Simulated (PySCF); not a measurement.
Working with the constants of OF

UHF-CCSD(T) constants of OF, ²Π (doublet), unpaired electrons π ↑ (PySCF, spin-free X2C with a Gaussian nucleus, basis sets O x2c-TZVPPall, F x2c-TZVPPall; masses 15.9949 and 18.9984 u):

| Property | Result |
| --- | --- |
| ωe | 1089.5 cm⁻¹ |
| ωexe | 8.52 cm⁻¹ |
| Be | 1.0552 cm⁻¹ |
| αe | 0.0106 cm⁻¹ |
| D (centrifugal) | 3.96e-06 cm⁻¹ |
| De to O + F | 2.05 eV |

Q: Give the vibrational terms G(v) and spacings up to v = 6.

A: G(v) = ωe(v+½) − ωexe(v+½)².

| v | G(v) (cm⁻¹) | G(v) − G(v−1) | Bv (cm⁻¹) |
| --- | --- | --- | --- |
| 0 | 543 |  | 1.050 |
| 1 | 1615 | 1072 | 1.039 |
| 2 | 2670 | 1055 | 1.029 |
| 3 | 3709 | 1038 | 1.018 |
| 4 | 4730 | 1021 | 1.007 |
| 5 | 5735 | 1004 | 0.997 |
| 6 | 6722 | 987 | 0.986 |

Correlated steps freeze 2 core orbitals. The state was picked by a PBE0 search and need not be the measured ground state.
